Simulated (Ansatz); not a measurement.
3C-SiC, treated with rVV10 (plane waves, PAW; Ansatz, a program for electronic structure).

Total energies, extrapolated to zero smearing (they compare only within this program, potentials and cutoff):

```tsv
system	energy (eV/atom)
3C-SiC, relaxed	-450.5147
diamond-structure Si	-646.5750
graphite	-254.0741
```

**Question.** Work out the enthalpy of formation per atom.

**Answer.** ΔH_f ≈ ΔE = -450.5147 − [1 × (-646.5750) + 1 × (-254.0741)]/2 = -0.190 eV/atom (0 K, no vibrations). The reference value is -0.358 eV/atom (measured, 0 K, zero-point vibrations removed by harmonic ab initio phonons, 0 K static; as tabulated in Harl and Kresse (2009), doi:10.1103/physrevlett.103.056401), a difference of +0.168 eV/atom.

The PAW data were made under PBE.
